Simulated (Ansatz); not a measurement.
Species: C$_{5}$H$_{4}$N, charge -1, multiplicity 1. It need not be the lowest isomer of its formula. Whether it binds its extra electron was not tested at this geometry. 
Coordinates optimised at B3LYP-D3(BJ)/def2-TZVP (Ansatz, an electronic-structure program):
```
C
C 1 1.3878
H 2 1.0909 1 117.84
H 1 1.0909 2 121.43 3 0.00
C 1 1.3930 4 120.28 2 -180.00
H 5 1.0859 1 122.28 4 0.00
C 5 1.3908 6 121.09 1 180.00
N 7 1.3349 5 125.11 6 -180.00
C 8 1.3890 7 121.24 5 0.00
H 7 1.0946 8 116.15 9 -180.00
```
Charge -1, spin multiplicity 1.

Basis-set convergence of Hartree-Fock and MP2 correlation energies (hartree) with Ansatz. Correlated levels leave the core frozen unless marked. No spin-orbit coupling. Non-relativistic. This anion needs diffuse functions, which these sets lack.

The Hartree-Fock reference is unstable (checked in the largest basis), which strains HF and MP2. 

```csv
basis,functions,E(HF),"E(corr, MP2)"
cc-pVDZ,104,-246.04030,-0.81217
cc-pVTZ,236,…,…
```

Question: Some entries are withheld; supply them.

Answer: 
- cc-pVTZ, E(HF): -246.10628
- cc-pVTZ, E(corr, MP2): -0.99253
